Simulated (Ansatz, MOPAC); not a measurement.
Gas-phase reaction in SMILES: C=CCO -> C=C[CH2] + [OH] (HO) (the C-O bond breaks)

Wanted: bond dissociation energy (enthalpy at 298 K), in kcal/mol. Conventions: open shells spin-unrestricted; no dispersion term unless named; non-relativistic; no spin-orbit coupling. First-principles rows: single points at B3LYP-D3(BJ) geometries (Ansatz, a first-principles code), with unscaled harmonic terms from B3LYP/6-31G* (Ansatz) at its own minima. Semi-empirical rows: MOPAC heats of formation at their own minima for 298 K.

| species | coefficient | E at B3LYP/STO-3G (Ansatz), Eh | E at PBE0/def2-TZVPD (Ansatz), Eh | H(298 K) - E, kcal/mol | heat of formation at MNDO (MOPAC), kcal/mol |
|---|---|---|---|---|---|
| C=CCO | -1 | -190.61297 | -192.96777 | 57.28 | -37.91 |
| [CH2]C=C | +1 | -115.81696 | -117.15251 | 44.62 | 25.34 |
| [OH] (HO) | +1 | -74.65936 | -75.68758 | 7.28 | 0.23 |

 1 Eh = 627.5095 kcal/mol.

Compute it at each level from the table.


- B3LYP/STO-3G: the sum of coefficient times E is 0.13665 Eh, or 85.75 kcal/mol; the thermal terms add -5.38. Result: 80.4 kcal/mol.
- PBE0/def2-TZVPD: the sum of coefficient times E is 0.12768 Eh, or 80.12 kcal/mol; the thermal terms add -5.38. Result: 74.7 kcal/mol.
- MNDO: the sum of coefficient times heat of formation is 63.48 kcal/mol; it needs no thermal term.
